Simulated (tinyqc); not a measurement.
Inside a calculation. Method: RHF in the sto-6g basis, for H2O, spin multiplicity 1. One step of it, computed by the program tinyqc.

Problem. Iteration 2: building the Fock matrix. J_ij = sum D_kl (ij|kl), K_ij = sum D_kl (ik|jl); F = H + J - 0.5 K; E = tr D H + tr D J / 2 - 0.25 tr D K + E_nn.

D after iteration 1, lower triangle:
```
            1O 1s      1O 2s    1O 2px     1O 2py    1O 2pz      2H 1s     3H 1s
1O 1s    2.091519
1O 2s   -0.383689   1.663429
1O 2px   0.000000   0.000000  2.000000
1O 2py   0.000000   0.000000  0.000000   0.706248
1O 2pz   0.115561  -0.613349  0.000000   0.000000  1.410018
2H 1s   -0.059888   0.137586  0.000000   0.530082  0.439575   0.612456
3H 1s   -0.059888   0.137586  0.000000  -0.530082  0.439575  -0.183262  0.612456
```

core Hamiltonian H = T + V (hartree), lower triangle:
```
             1O 1s      1O 2s     1O 2px     1O 2py     1O 2pz      2H 1s      3H 1s
1O 1s   -32.895600
1O 2s    -7.270241  -9.116771
1O 2px    0.000000   0.000000  -7.367088
1O 2py    0.000000   0.000000   0.000000  -7.498767
1O 2pz   -0.013119  -0.151548   0.000000   0.000000  -7.417169
2H 1s    -1.271432  -2.914803   0.000000  -1.812837  -1.154789  -4.531531
3H 1s    -1.271432  -2.914803   0.000000   1.812837  -1.154789  -0.897415  -4.531531
```

Two-electron integrals (ij|kl) in chemists' order, unique and non-zero (hartree):
```
(11|11) 4.787491    (21|11) 0.675884    (21|21) 0.121505    (22|11) 1.117379
(22|21) 0.249212    (22|22) 0.817383    (31|31) 0.025762    (32|31) 0.039145
(32|32) 0.180664    (33|11) 1.117381    (33|21) 0.249212    (33|22) 0.817382
(33|33) 0.880663    (41|41) 0.025762    (42|41) 0.039145    (42|42) 0.180664
(43|43) 0.047461    (44|11) 1.117381    (44|21) 0.249212    (44|22) 0.817382
(44|33) 0.785741    (44|44) 0.880663    (51|51) 0.025762    (52|51) 0.039145
(52|52) 0.180664    (53|53) 0.047461    (54|54) 0.047461    (55|11) 1.117381
(55|21) 0.249212    (55|22) 0.817382    (55|33) 0.785741    (55|44) 0.785741
(55|55) 0.880663    (61|11) 0.125035    (61|21) 0.021553    (61|22) 0.043267
(61|33) 0.043174    (61|41) 0.000900    (61|42) 0.001761    (61|44) 0.043375
(61|51) 0.000555    (61|52) 0.001086    (61|54) 0.000124    (61|55) 0.043251
(61|61) 0.003897    (62|11) 0.315386    (62|21) 0.071382    (62|22) 0.260668
(62|33) 0.256263    (62|41) 0.004879    (62|42) 0.036601    (62|44) 0.265837
(62|51) 0.003009    (62|52) 0.022572    (62|54) 0.005904    (62|55) 0.259904
(62|61) 0.012742    (62|62) 0.105176    (63|31) 0.007779    (63|32) 0.044290
(63|43) 0.007483    (63|53) 0.004615    (63|63) 0.014548    (64|11) 0.198510
(64|21) 0.045551    (64|22) 0.177381    (64|33) 0.169495    (64|41) 0.010473
(64|42) 0.067563    (64|44) 0.190759    (64|51) 0.001662    (64|52) 0.014353
(64|54) 0.008499    (64|55) 0.171890    (64|61) 0.008486    (64|62) 0.086997
(64|64) 0.085659    (65|11) 0.122421    (65|21) 0.028091    (65|22) 0.109392
(65|33) 0.104528    (65|41) 0.001662    (65|42) 0.014353    (65|44) 0.108412
(65|51) 0.008803    (65|52) 0.053141    (65|54) 0.009879    (65|55) 0.115235
(65|61) 0.005234    (65|62) 0.053651    (65|64) 0.043855    (65|65) 0.041593
(66|11) 0.471792    (66|21) 0.108767    (66|22) 0.455413    (66|33) 0.437634
(66|41) 0.009272    (66|42) 0.096198    (66|44) 0.476275    (66|51) 0.005718
(66|52) 0.059325    (66|54) 0.023830    (66|55) 0.452330    (66|61) 0.019593
(66|62) 0.237387    (66|64) 0.223887    (66|65) 0.138072    (66|66) 0.774999
(71|11) 0.125035    (71|21) 0.021553    (71|22) 0.043267    (71|33) 0.043174
(71|41) -0.000900   (71|42) -0.001761   (71|44) 0.043375    (71|51) 0.000555
(71|52) 0.001086    (71|54) -0.000124   (71|55) 0.043251    (71|61) 0.003829
(71|62) 0.012246    (71|64) 0.007466    (71|65) 0.005034    (71|66) 0.018593
(71|71) 0.003897    (72|11) 0.315386    (72|21) 0.071382    (72|22) 0.260668
(72|33) 0.256263    (72|41) -0.004879   (72|42) -0.036601   (72|44) 0.265837
(72|51) 0.003009    (72|52) 0.022572    (72|54) -0.005904   (72|55) 0.259904
(72|61) 0.012246    (72|62) 0.081631    (72|64) 0.047230    (72|65) 0.040377
(72|66) 0.146465    (72|71) 0.012742    (72|72) 0.105176    (73|31) 0.007779
(73|32) 0.044290    (73|43) -0.007483   (73|53) 0.004615    (73|63) 0.010811
(73|73) 0.014548    (74|11) -0.198510   (74|21) -0.045551   (74|22) -0.177381
(74|33) -0.169495   (74|41) 0.010473    (74|42) 0.067563    (74|44) -0.190759
(74|51) -0.001662   (74|52) -0.014353   (74|54) 0.008499    (74|55) -0.171890
(74|61) -0.007466   (74|62) -0.047230   (74|64) -0.017212   (74|65) -0.022899
(74|66) -0.077766   (74|71) -0.008486   (74|72) -0.086997   (74|74) 0.085659
(75|11) 0.122421    (75|21) 0.028091    (75|22) 0.109392    (75|33) 0.104528
(75|41) -0.001662   (75|42) -0.014353   (75|44) 0.108412    (75|51) 0.008803
(75|52) 0.053141    (75|54) -0.009879   (75|55) 0.115235    (75|61) 0.005034
(75|62) 0.040377    (75|64) 0.022899    (75|65) 0.030440    (75|66) 0.078652
(75|71) 0.005234    (75|72) 0.053651    (75|74) -0.043855   (75|75) 0.041593
(76|11) 0.089645    (76|21) 0.020467    (76|22) 0.080304    (76|33) 0.078689
(76|44) 0.080503    (76|51) 0.001400    (76|52) 0.012218    (76|55) 0.081721
(76|61) 0.003599    (76|62) 0.031182    (76|64) 0.022478    (76|65) 0.017916
(76|66) 0.071232    (76|71) 0.003599    (76|72) 0.031182    (76|74) -0.022478
(76|75) 0.017916    (76|76) 0.011403    (77|11) 0.471792    (77|21) 0.108767
(77|22) 0.455413    (77|33) 0.437634    (77|41) -0.009272   (77|42) -0.096198
(77|44) 0.476275    (77|51) 0.005718    (77|52) 0.059325    (77|54) -0.023830
(77|55) 0.452330    (77|61) 0.018593    (77|62) 0.146465    (77|64) 0.077766
(77|65) 0.078652    (77|66) 0.281705    (77|71) 0.019593    (77|72) 0.237387
(77|74) -0.223887   (77|75) 0.138072    (77|76) 0.071232    (77|77) 0.774999
```

nuclear repulsion = 7.99914061 hartree

Give: Coulomb J; exchange K; Fock matrix F; total energy of this density.

Solution.

Coulomb J (hartree), lower triangle:
```
          1O 1s    1O 2s  1O 2px   1O 2py  1O 2pz   2H 1s   3H 1s
1O 1s   17.2774
1O 2s    3.0666   8.1000
1O 2px   0.0000   0.0000  8.1107
1O 2py   0.0000   0.0000  0.0000   8.0917
1O 2pz  -0.0150  -0.0084  0.0000   0.0000  8.0975
2H 1s    0.5477   2.5753  0.0000   1.7534  1.0863  4.6713
3H 1s    0.5477   2.5753  0.0000  -1.7534  1.0863  0.7987  4.6713
```

exchange K (hartree), lower triangle:
```
         1O 1s    1O 2s  1O 2px   1O 2py  1O 2pz   2H 1s   3H 1s
1O 1s   9.7908
1O 2s   1.5269   2.5088
1O 2px  0.0000   0.0000  2.2465
1O 2py  0.0000   0.0000  0.0000   1.6735
1O 2pz  0.0008  -0.1986  0.0000   0.0000  1.9850
2H 1s   0.2918   0.9353  0.0000   0.6472  0.4186  1.1343
3H 1s   0.2918   0.9353  0.0000  -0.6472  0.4186  0.2445  1.1343
```

Fock matrix F (hartree), lower triangle:
```
           1O 1s    1O 2s   1O 2px   1O 2py   1O 2pz    2H 1s    3H 1s
1O 1s   -20.5136
1O 2s    -4.9671  -2.2712
1O 2px    0.0000   0.0000  -0.3796
1O 2py    0.0000   0.0000   0.0000  -0.2438
1O 2pz   -0.0285  -0.0606   0.0000   0.0000  -0.3122
2H 1s    -0.8697  -0.8072   0.0000  -0.3830  -0.2778  -0.4274
3H 1s    -0.8697  -0.8072   0.0000   0.3830  -0.2778  -0.2209  -0.4274
```

total energy of this density = -75.622351 hartree
